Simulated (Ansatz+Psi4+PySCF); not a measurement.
Values are calculated unless marked as measured or tabulated.
Input for PySCF 2.14.0:

```python
from pyscf import gto, scf, mp

mol = gto.M(atom="""
N 0.116490 0.000000 0.000000
H -0.275630 0.948970 0.000000
H -0.271810 -0.469860 0.813830
H -0.271810 -0.469860 -0.813830
""", basis='cc-pvtz', charge=0, spin=0)
mf = scf.RHF(mol)
mf.kernel()
pt = mp.MP2(mf, frozen=1).run()
print(mf.e_tot, pt.e_corr, pt.e_tot)
```

The script is written out from the run's settings.

Output:

* Converged: yes
* Reference energy: -56.21714 hartree
* Correlation energy: -0.23559 hartree
* Total energy: -56.45273 hartree
* Spin squared of the determinant: 0.000
